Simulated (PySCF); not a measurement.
Geometry (Å), atoms numbered from 1 in this order:
```xyz
7

B     0.0656   -0.1111   -0.6897
O     0.0906   -0.1279    0.9846
H    -0.8223   -0.1337    1.3025
H     0.4811    0.7009    1.2930
H     1.2491   -0.0720   -0.9706
H    -0.5652    0.9004   -0.9658
H    -0.4989   -1.1566   -0.9540
```

How the numbers were obtained: PBE0-D3(BJ)/def2-SVP structure, GIAO KT2/pcSseg-1 shieldings, in PySCF 2.14.0 with density-fitted response routines (fast rotation and ring inversion assumed for equivalent nuclei, non-relativistic, one computed conformer, no solvent).

Referencing at the same level of theory: 1H (σ = 31.18 ppm) against TMS; BF3·OEt2 for 11B (σ = 99.90 ppm); 17O (σ = 330.66 ppm) against H2O.

```tsv
atoms	nucleus	count	δ (ppm)
B1	11B	1	?
H3/H4	1H	2	2.35
O2	17O	1	28.2
H5/H6/H7	1H	3	?
```

Problem. Fill in the missing shifts.

Solution. 
- H5/H6/H7: 3.76 ppm, hydrogen on a boron bonded to O
- B1: 1.6 ppm, boron bonded to O, 3 H

The OH or NH signal is concentration- and solvent-dependent in practice; the value given is the gas-phase one. Hydrogens on boron are broadened and split by 11B (spin 3/2, 80 %) and 10B (spin 3). Experimental scales use liquid or dissolved standards, which lie at an offset from isolated H2O (liquid H2O: subtract about 36 ppm).
